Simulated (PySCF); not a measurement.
**SMILES C#CP1(=S)CC1, C4H5PS**

Geometry:
| atom | x (Å) | y (Å) | z (Å) |
| --- | --- | --- | --- |
| C1 | 2.618 | -0.666 | -0.301 |
| C2 | 1.506 | -0.193 | -0.417 |
| P3 | -0.064 | 0.546 | -0.674 |
| S4 | -0.297 | 1.776 | -2.146 |
| C5 | -0.889 | 0.582 | 0.933 |
| C6 | -1.291 | -0.584 | 0.017 |
| H7 | 3.602 | -1.088 | -0.199 |
| H8 | -1.623 | 1.385 | 1.059 |
| H9 | -0.302 | 0.357 | 1.828 |
| H10 | -2.282 | -0.527 | -0.444 |
| H11 | -0.979 | -1.594 | 0.299 |

Computed, not measured: GIAO KT3/aug-pcSseg-1 magnetisability, rotational g tensor and spin-rotation constants, non-relativistic, gas phase in PySCF. Geometry: PBE0-D3(BJ)/def2-SVP.

Task: How diamagnetic is it, and how anisotropic?

Result: Isotropic -1292 × 10⁻³⁰ J/T², or -77.8 × 10⁻⁶ cm³/mol; principal values -1462, -1240, -1173 × 10⁻³⁰ J/T², anisotropy 262 × 10⁻³⁰ J/T² (root of half the summed squared differences of the principal values). The susceptibility is in cgs units.

Task: Split it along the inertial axes a, b, c into diamagnetic and paramagnetic parts about the centre of mass, with the quadrupole moment.

Result: 
| axis | χ (10⁻⁶ cm³/mol) | diamagnetic (10⁻⁶ cm³/mol) | paramagnetic (10⁻⁶ cm³/mol) | summed x² of all electrons (Å²) | quadrupole Θ (D Å) |
| --- | --- | --- | --- | --- | --- |
| a | -88.0 | -500.9 | 412.9 | 122.5 | +1.88 |
| b | -74.7 | -622.1 | 547.4 | 93.9 | +2.08 |
| c | -70.6 | -918.2 | 847.5 | 24.1 | -3.96 |

Anisotropies 2χaa − χbb − χcc = -30.6 and 2χbb − χaa − χcc = +9.2 × 10⁻⁶ cm³/mol. Θ is traceless in Buckingham's convention.

Task: And the rotational g tensor?

Result: 
```csv
axis,rotational constant (GHz),g,nuclear part,electronic part
a,2.9982,+0.0024,0.5841,-0.5816
b,2.1883,-0.0120,0.5507,-0.5627
c,1.4111,-0.0081,0.5538,-0.5619
```
Asymmetric top; isotopes 12C, 1H, 31P, 32S; no vibrational averaging.
